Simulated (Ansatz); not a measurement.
Geometry optimisation, Ansatz 0.2.0, RHF/def2-SVP.

Input file:

```yaml
crystal:
  periodic: [false, false, false]
  atoms:
    - { symbol: Al, position_ang: [0.0, 0.0, 0.0] }
    - { symbol: C, position_ang: [1.4047, 0.0, 1.654] }
    - { symbol: H, position_ang: [0.4051, -0.3092, 2.0245] }
    - { symbol: H, position_ang: [2.1723, -0.7111, 2.0245] }
    - { symbol: H, position_ang: [1.6368, 1.0203, 2.0245] }
    - { symbol: H, position_ang: [1.7519, 0.0, 0.1685] }
    - { symbol: Cl, position_ang: [-1.9312, 0.0, -1.115] }
basis:
  gaussian: { orbitals: def2-SVP }
hamiltonian:
  xc: hf
relax:
  f_tol: 0.15
  max_steps: 25
  restrain:
    - { distance: [1, 5], at: 2.31, k: 30.0 }
    - { distance: [0, 1], at: 1.97, k: 30.0 }
    - { distance: [0, 5], at: 1.56, k: 30.0 }
```

Run as:

```bash
$ ansatz run input.yaml --threads 1 --pin off --max-ram 2048MiB --backend cpu --events-out ev --progress --plain --runs-dir out
```

Q: Where does it end, and by what steps?

A: It converged. The restraints hold the end off the free minimum; the threshold counts their pulls, which the force column leaves out. Restrained pairs: C2–H6 (1.53 → 2.38 Å), Al1–C2 (2.17 → 1.94 Å), Al1–H6 (1.76 → 1.54 Å). After 9 steps the energy has fallen by 5.072 eV (the restraints' own energy left out); H3 moved furthest, 0.74 Å.

```tsv
step	energy less start (eV)	largest force component (eV/Å)	accepted
0	0.0000	4.666	yes
1	0.0168	3.232	yes
2	-1.4214	4.152	yes
3	-2.8942	5.271	yes
4	-4.3363	2.572	yes
5	-4.7245	1.929	yes
6	-5.0377	2.308	yes
7	-5.0617	1.977	yes
8	-5.0651	1.920	yes
9	-5.0725	1.892	yes
```

```xyz
7
Properties=species:S:1:pos:R:3
Al 0.306 0.013 0.017
C 1.035 -0.036 1.811
H 0.489 -0.176 2.747
H 1.801 -0.816 1.738
H 1.579 0.914 1.870
H 1.767 0.204 -0.442
Cl -1.538 -0.104 -0.961
```

Run time: 12 s on 1 thread of Arm Neoverse V1 (shared host), peak memory 0.12 GiB.
